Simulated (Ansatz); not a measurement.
Basis-set extrapolation for `FC1(F)OC1Cl` (PBE0-D4/def2-TZVP geometry, frozen core, Ansatz 0.2.0). Multiplicity 1, RHF reference.

|  | def2-TZVPP | def2-QZVPP |
| --- | --- | --- |
| HF | -809.668807 | -809.696681 |
| MP2 correlation | -1.228994 | -1.335880 |
| CCSD(T) correlation | -1.296446 | not run |

Energies in hartree. Use E(X) = E(∞) + A·exp(−7.88·√X) for Hartree–Fock and E(X) = E(∞) + B·X^(−2.97) for correlation, with X = 3 and 4, and add CCSD(T) minus MP2 of the smaller set to the MP2 limit.

What is the CCSD(T) energy at the basis-set limit?

HF limit: -809.696681 + (-0.027874) × 0.13774 = -809.70052. MP2 limit: -1.335880 + (-0.106886) × 0.74074 = -1.41505. Higher-order term: -1.296446 − (-1.228994) = -0.06745. Total: -811.18302 hartree, 136.7 kcal/mol below CCSD(T)/def2-TZVPP.
